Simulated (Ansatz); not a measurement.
Compare A (`C#CC(C)(N)N`) with its isomer B (`C/N=C\C=N\C`).

Calculated with Ansatz (gas phase, PBE0-D4/def2-TZVP geometries, no zero-point term in ΔE). CCSD(T)/CBS adds triple-zeta CCSD(T) − MP2 to the extrapolated MP2 energy (def2 sets, frozen cores). Functionals use def2-TZVPP. B3LYP here is the variant with VWN-RPA as its local correlation; programs differ in this. Each species was taken in one conformer, which may not be the lowest.

A:

```xyz
14

C     1.5552    0.3697    1.9217
C     0.7985    0.2895    0.9928
C    -0.1593    0.1563   -0.1233
C    -0.0991   -1.2774   -0.6557
N    -1.5311    0.4329    0.2766
N     0.1695    1.1705   -1.1139
H     2.2239    0.4523    2.7456
H    -0.3644   -2.0003    0.1195
H     0.9080   -1.5096   -1.0053
H    -0.8047   -1.3753   -1.4832
H    -1.8201   -0.2047    1.0082
H    -1.5781    1.3753    0.6471
H     1.1331    1.0795   -1.4098
H    -0.4315    1.0412   -1.9202
```

B:

Z-matrix (Å, degrees):
```
C
N 1 1.435
H 1 1.094 2 109.0
H 1 1.099 2 113.9 3 -122.1
H 1 1.094 2 109.0 3 115.8
C 2 1.265 1 118.3 3 122.0
C 6 1.470 2 118.6 1 180.0
H 6 1.096 2 121.6 1 0.0
N 7 1.266 6 129.4 2 179.8
H 7 1.092 6 113.0 2 -0.1
C 9 1.437 7 122.3 6 -0.0
H 11 1.094 9 108.2 7 -123.0
H 11 1.095 9 116.7 7 -0.3
H 11 1.094 9 108.2 7 122.4
```

Q: Which isomer does CCSD(T)/CBS put lower? Give the gap. (Estimate.)

A: The calculation gave: B, by 24.0 kJ/mol.

Q: Give E(B) − E(A) in kJ/mol with LDA (SPW92), B3LYP-D4, CCSD/def2-TZVPP, PBE-D4, MP2/def2-TZVPP, r2SCAN-D4, CCSD(T)/def2-SVP. (An estimate is asked.)

A: Ansatz gave: LDA (SPW92) -44.5, B3LYP-D4 -54.0, CCSD/def2-TZVPP -29.0, PBE-D4 -59.3, MP2/def2-TZVPP -13.4, r2SCAN-D4 -49.0, CCSD(T)/def2-SVP -51.1. None reverses the order clearly.

Q: Does the order hold for the free energy at 298.15 K (harmonic terms from PBE0-D4)? (Estimate.)

A: Ansatz gave: Yes: G(B) − G(A) = -28.9 kJ/mol, for one conformer each.

Largest T1 diagnostic: 0.012.

From PBE to PBE0 (25 % exact exchange), in def2-TZVPP and without D4, E(B) − E(A) moves by +12.9 kJ/mol. The D4 term adds +6.0 kJ/mol with B3LYP and +3.2 kJ/mol with PBE0; it sums over pairs of atoms, weighted by their polarisabilities, and B3LYP, whose exchange is more repulsive, gets the larger term.
